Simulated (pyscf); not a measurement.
Single points on ωB97X-D3(BJ)/def2-SVP structures (PySCF, gas phase). MP2 and CC: frozen core, UHF for open shells. ΔMP2 is the change of the MP2 total energy from the triple- to the quadruple-zeta basis.

Q: Estimate by transition-state theory the rate constant of H₂B–Cl + methane (CH₄) → H₂B–CH₃ + hydrogen chloride (HCl) (singlet surface; B–Cl, C–H broken, B–C, Cl–H formed) at 900 K, with CCSD(T)/def2-TZVPP + ΔMP2(QZVPP) energies (ideal gas, 1 atm, RRHO with modes under 100 cm⁻¹ raised to 100, one conformer, R ln 2 for rigid chiral ones; no tunnelling).

A: The electronic barrier is 39.4 kcal/mol and the thermal terms add +26.9, so ΔG‡ = 66.3 kcal/mol. With k_BT/h = 1.88e+13 s⁻¹ and RT = 1.788 kcal/mol, and a volume of 1.23e-19 cm³ per molecule at 1 atm, k = 1.8e-22 cm³ molecule⁻¹ s⁻¹. Wigner's tunnelling factor for 1007i cm⁻¹ would be 1.11. A shift of 1 kcal/mol in the barrier changes k by a factor 1.7. The same reactants have a lower exit, to H₃C–BH–Cl + H₂ (barrier +28.8 kcal/mol at ωB97M-D3(BJ), against +38.2 kcal/mol here). One saddle was located; it need not be the lowest between these sides. The CCSD(T) − MP2 part came from Ansatz, without density fitting, on the same reference.
